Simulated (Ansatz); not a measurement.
BH2OF (SMILES OBF): the vertical ionisation energy from total energies

The species is BH2OF (5 atoms), meant as a singlet with charge 0. SMILES: `OBF`. The shape is that of a PBE0-D4/def2-TZVP optimisation. This is one conformer, not always the lowest.

```jsonl
{"atom": "O", "x (Å)": "-0.9654", "y (Å)": "0.1574", "z (Å)": "0.1569"}
{"atom": "B", "x (Å)": "0.3650", "y (Å)": "-0.0302", "z (Å)": "0.2011"}
{"atom": "F", "x (Å)": "1.0392", "y (Å)": "-0.3237", "z (Å)": "-0.9095"}
{"atom": "H", "x (Å)": "-1.3372", "y (Å)": "0.0574", "z (Å)": "-0.7258"}
{"atom": "H", "x (Å)": "0.9483", "y (Å)": "0.0654", "z (Å)": "1.2360"}
```

Both states at this one shape; open shells run unrestricted unless said. 1 Eh = 27.2114 eV.

```tsv
level	program	singlet BH2OF (Eh)	doublet BH2OF+ (Eh)
BLYP/STO-3G	Ansatz	-198.326261	-197.972074
BHLYP/STO-3G	Ansatz	-198.335447	-197.957805
```

**Question.** Work out the vertical ionisation energy at each level.

**Answer.** 
1. BLYP/STO-3G: -197.972074 − (-198.326261) = 0.354187 Eh = 9.64 eV.
2. BHLYP/STO-3G: -197.957805 − (-198.335447) = 0.377642 Eh = 10.28 eV.

No measured value is set beside it here; the levels span 9.64 to 10.28 eV. Minimal sets are far from the basis-set limit.
